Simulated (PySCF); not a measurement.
**Gas-phase XPS of nitric acid, computed**

Species: nitric acid, HNO3.
SMILES with atom numbers: `[O:1]=[N+:2]([O-:3])[OH:4]`

Geometry (PBE0-D3(BJ)/def2-SVP, Å), atoms numbered from 1 in this order:
```
atom  x, y, z in Å
O1     0.0051    0.7550   -1.0335
N2    -0.0979   -0.2366   -0.3650
O3    -0.3809   -1.3443   -0.6817
O4     0.1478   -0.0770    0.9807
H5     0.3578    0.8684    1.0647
```

The calculation used delta-SCF UKS SCAN, pcX-2 on the ionised atom, pcseg-1 elsewhere, spin-free X2C in PySCF. Binding energies are ΔSCF values: E(core-ionised, relaxed orbitals) − E(ground state) at a fixed geometry, referred to the vacuum level.

Q: List the computed XPS lines with their assignment.

A: 
```tsv
atom(s)	bonded to	level	binding energy (eV)	above the level's lowest (eV)	count
O1/O3	N	O 1s	540.35	0.00	2
N2	3 O	N 1s	414.57	0.00	1
O4	N and H	O 1s	541.46	+1.11	1
```

Lowest listed O 1s: O1/O3, bonded to N. Highest, 1.11 eV above it: O4, bonded to N and H.

Q: Give the binding energy of O 1s of O1/O3 in hartree and in kJ/mol.

A: 540.35 eV = 19.8575 Eh = 52136 kJ/mol.

One atom of each set of topologically equivalent atoms was ionised and stands for the set; in this conformer not all members are related by symmetry, and their own values weren't computed. Geometry: PBE0-D3(BJ)/def2-SVP, one conformer, isolated molecule.
